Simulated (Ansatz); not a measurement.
# NS+ (triplet): wave-function methods side by side at distance N1–S2 = 2.196 Å, 6-31G

Aim: climb from Hartree-Fock through coupled cluster and multireference methods for NS+ (triplet) at one geometry and basis, and see what each rung misses.

The runs use Ansatz 0.2.0, Gaussian basis; 6-31G, core rule «outside noble gas», up to 6 orbitals frozen.

To be run: UHF; CCSD(T) on ROHF; CCSD(T) on UHF; BCCD(T) on ROHF; CISD as a restricted active space (open shells left free, so some higher excitations enter); CCSDT(Q) on ROHF; CCSDT(Q) on UHF; CISDTQ; CCSDTQ on ROHF; CCSDTQ on UHF; CASSCF and MRCISD+Q, 4 electrons in 4 orbitals; CASSCF and NEVPT2, 4 electrons in 4 orbitals; CASSCF and MRCISD+Q, 10 electrons in 8 orbitals; CASSCF and NEVPT2, 10 electrons in 8 orbitals; Full CI.

42 further runs of the same task are left out: 11 for a known fault of the program, 22 that didn't finish, 9 set aside as unsound or not needed. Runs told in other sessions of the task aren't counted.

## Step 1: The geometry

The geometry derives from a PBE0/def2-TZVP stationary point (not a proven minimum). One bond is set to the value named and the two fragments are kept rigid.

2 atoms, charge 1, spin multiplicity 3.

Atoms are counted from 1 here; the program's logs count them from 0.

No contacts short enough for the rule that draws bonds.

## Step 2: UHF

in.yaml

```yaml
crystal:
  periodic: [false, false, false]
  atoms:
    - {symbol: N, position_ang: [0.000000, 0.000000, 0.000000]}
    - {symbol: S, position_ang: [0.000000, 0.000000, 2.196000]}
basis:
  gaussian: {orbitals: 6-31G}
total_charge: 1
magnetization: {spin_polarized: true, initial_magnetization: 2}
hamiltonian: {xc: hf}
output: {orbitals: {seedname: orbitals}}
```

Command:

```console
$ ansatz run in.yaml --threads 1 --pin off --events-out ev --progress --plain --max-ram 2393MiB
```

The runs that follow: CCSD(T) on ROHF; CCSD(T) on UHF; BCCD(T) on ROHF; CISD as a restricted active space (open shells left free, so some higher excitations enter); CCSDT(Q) on ROHF; CCSDT(Q) on UHF; CISDTQ; CCSDTQ on ROHF; CCSDTQ on UHF; CASSCF and MRCISD+Q, 4 electrons in 4 orbitals; CASSCF and NEVPT2, 4 electrons in 4 orbitals; CASSCF and MRCISD+Q, 10 electrons in 8 orbitals; CASSCF and NEVPT2, 10 electrons in 8 orbitals; Full CI.

**Question.** What will the summary of the whole plan be? Wanted: FCI from the RHF energy; RMP2 from FCI; RCCSD from FCI; RCCSD(T) from FCI; RCCSDT(Q) from FCI; NEVPT2 pair from FCI; MRCISD+Q pair from FCI; NEVPT2 valence from FCI; T1 diagnostic.

As calculated:

| quantity | value |
| --- | --- |
| FCI from the ROHF energy | -6.1235 eV |
| RMP2 from FCI | +96.23 kcal/mol |
| RCCSD from FCI | +31.76 kcal/mol |
| RCCSD(T) from FCI | -40.21 kcal/mol |
| RCCSDT(Q) from FCI | -40.77 kcal/mol |
| NEVPT2 pair from FCI | +30.11 kcal/mol |
| MRCISD+Q pair from FCI | -1.95 kcal/mol |
| NEVPT2 valence from FCI | +9.74 kcal/mol |
| levels within 1 kcal/mol (43 meV) | RCCSDT, RCCSDTQ, MRCISD+Q valence |
| T1 diagnostic | 0.297 |
| effectively unpaired electrons | 4.00 |

What this shows: RCCSD(T) misses by -40.21 kcal/mol, 28.5 % of the correlation energy. RCCSD(T), BCCD(T), RCCSDT, RCCSDT(Q), MRCISD+Q pair fall below full CI, which methods that aren't variational can do. The occupations show strong static correlation (4.0 unpaired electrons where one determinant has 2). Of the multireference levels listed MRCISD+Q valence comes nearest in total energy (+0.34 kcal/mol), which doesn't show that its space is the better one. Coupled cluster took another determinant than the lowest Hartree-Fock one. These misses are within one basis, not against nature.

The restricted and unrestricted ladders end 1.34 eV apart at CCSDT(Q), which points to two states or an unsound top rung; rows of one don't measure the error of the other.

With open shells the CI space here admits some higher excitations, so it is larger than plain CISD.
